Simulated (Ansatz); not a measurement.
Mulliken charges of C₃H₄S (`C=C=CS`) from r2SCAN/def2-TZVPP in Ansatz (PBE0-D4/def2-TZVP geometry).

```csv
atom,x (Å),y (Å),z (Å),charge (e)
C1,-0.562,1.376,-0.478,-0.196
C2,0.172,0.377,-0.085,-0.043
C3,0.897,-0.627,0.309,-0.065
S4,0.335,-2.258,0.658,-0.100
H5,-0.731,1.573,-1.533,0.103
H6,-1.026,2.053,0.234,0.103
H7,1.966,-0.513,0.457,0.097
H8,-0.959,-2.037,0.382,0.100
```

Problem. By hand: the dipole of these point charges (1 e Å = 4.8032 D).

Solution. Σ q r = (-0.075, 0.101, -0.040) e Å, of length 0.132 e Å = 0.63 D.

Problem. How does the dipole of the full density compare? (Best estimate.)

Solution. Ansatz gave: (-0.106, 0.164, -0.062) e Å, 0.98 D; the point charges give 0.64 times that, at 4° from its direction.

Point charges leave out the atoms' own dipoles, such as those of lone pairs, and Mulliken's split depends on the basis, so the two needn't agree.
